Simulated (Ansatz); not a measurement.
# C₂H₃F₃O: taking an electron away

The task here is to estimate one member of a computed series from the others.

Program: Ansatz 0.2.0, Gaussian basis. Level of theory: unrestricted cation, the program's frozen cores in correlated methods. These are calculated values, not measurements.

Plan: UKS PBE-D4/def2-TZVPP; UKS r2SCAN-D4/def2-TZVPP; UKS PBE0-D4/def2-TZVPP; UKS B3LYP-D4/def2-TZVPP; UKS wB97X-V/def2-TZVPP; UKS wB97M-V/def2-TZVPP; UKS B2PLYP/def2-TZVPP; UHF-CCSD(T)/def2-TZVPP; UHF-MP2/def2-QZVPP; extrapolation to the limit; then −ε(HOMO) from the neutral's earlier runs with LDA (SPW92), PBE-D4, revPBE-D4, BLYP-D4, r2SCAN-D4, B97M-V, PBE0-D4, B3LYP-D4, r2SCANh-D4, r2SCAN0-D4, HSE06-D4, BHLYP-D4, CAM-B3LYP-D4, LC-ωPBE, ωB97X-V, ωB97M-V.

### Structure used throughout

All runs share one geometry, relaxed beforehand with PBE0-D4 in a triple-zeta def2 set.

SMILES `OCC(F)(F)F`, 9 atoms, charge 0, spin multiplicity 1.

Atoms are counted from 1 here; the program's logs count them from 0.

Bond lengths: O1–C2 1.394 Å, O1–H7 0.962 Å, C2–C3 1.515 Å, C2–H8 1.091 Å, C2–H9 1.097 Å, C3–F4 1.332 Å, C3–F5 1.345 Å, C3–F6 1.338 Å. Angles: C2–O1–H7 108.8°, O1–C2–C3 112.2°, O1–C2–H8 107.8°, O1–C2–H9 113.2°, C3–C2–H8 107.8°, C3–C2–H9 107.1°, H8–C2–H9 108.5°, C2–C3–F4 112.6°, C2–C3–F5 110.7°, C2–C3–F6 110.5°, F4–C3–F5 107.3°, F4–C3–F6 107.9°, F5–C3–F6 107.6°.

As a file:

```mol
C2H3F3O
  3D, bonds by distance, orders not assigned

  9  8  0  0  0  0  0  0  0  0999 V2000
    0.2673   -1.5060   -0.5219 O   0  0
    0.1336   -0.5259    0.4611 C   0  0
   -0.3458    0.7939   -0.1074 C   0  0
   -1.5494    0.7026   -0.6705 F   0  0
    0.5030    1.2411   -1.0496 F   0  0
   -0.4097    1.7224    0.8535 F   0  0
    0.9475   -1.2312   -1.1437 H   0  0
   -0.6133   -0.8718    1.1771 H   0  0
    1.0669   -0.3251    1.0015 H   0  0
  1  2  8  0
  2  3  8  0
  3  4  8  0
  3  5  8  0
  3  6  8  0
  1  7  8  0
  2  8  8  0
  2  9  8  0
M  END
```

Set-up of the first run:

Contents of in.yaml:

```yaml
crystal:
  periodic: [false, false, false]
  atoms:
    - {symbol: O, position_ang: [0.267255, -1.505986, -0.521930]}
    - {symbol: C, position_ang: [0.133572, -0.525941, 0.461052]}
    - {symbol: C, position_ang: [-0.345809, 0.793862, -0.107351]}
    - {symbol: F, position_ang: [-1.549425, 0.702624, -0.670528]}
    - {symbol: F, position_ang: [0.503048, 1.241077, -1.049589]}
    - {symbol: F, position_ang: [-0.409727, 1.722414, 0.853453]}
    - {symbol: H, position_ang: [0.947456, -1.231219, -1.143696]}
    - {symbol: H, position_ang: [-0.613281, -0.871763, 1.177073]}
    - {symbol: H, position_ang: [1.066901, -0.325078, 1.001515]}
basis:
  gaussian: {orbitals: def2-TZVPP}
total_charge: 1
magnetization: {spin_polarized: true, initial_magnetization: 1}
hamiltonian: {xc: pbe, dispersion: d4}
```

Command:

```console
$ ansatz run in.yaml --threads 2 --pin off --events-out ev --progress --plain --max-ram 22528MiB --backend cpu
```

Among the steps run: Cation, UKS PBE-D4/def2-TZVPP; Cation, UKS r2SCAN-D4/def2-TZVPP; Cation, UKS PBE0-D4/def2-TZVPP; Cation, UKS B3LYP-D4/def2-TZVPP; Cation, UKS wB97X-V/def2-TZVPP; Cation, UKS wB97M-V/def2-TZVPP; Cation, UKS B2PLYP (frozen core)/def2-TZVPP; Cation, UHF-CCSD(T)/def2-TZVPP; Cation, UHF-MP2/def2-QZVPP.

One table of the session follows, with a row left open; its other results are not shown here.

It belongs to the step «Ionisation energies side by side». Orbital estimates, from the neutral's runs:

```
  functional  −ε(HOMO) (eV)
 LDA (SPW92)           7.25
      PBE-D4           7.07
   revPBE-D4           6.99
     BLYP-D4           7.02
   r2SCAN-D4           7.47
      B97M-V           7.62
     PBE0-D4           8.85
    B3LYP-D4           8.61
  r2SCANh-D4              ?
  r2SCAN0-D4           9.13
    HSE06-D4           8.44
    BHLYP-D4          10.61
CAM-B3LYP-D4          10.40
     LC-ωPBE          11.72
     ωB97X-V          11.39
     ωB97M-V          11.32
```

**Question.** Estimate the row for r2SCANh-D4.

Worked estimate for «−ε(HOMO) (eV)». Against the share of exact exchange, r2SCAN-D4 (0, 7.47), r2SCAN0-D4 (0.25, 9.13) give a slope of 6.64 per unit share; at 0.1 the line stands at 8.13.

**Answer.** −ε(HOMO) (eV): 8.14. In «−ε(HOMO) (eV)» the line misses by -0.01.

To keep in mind: The cation may have settled in a state other than its lowest; no search over hole states beyond the program's own was made.
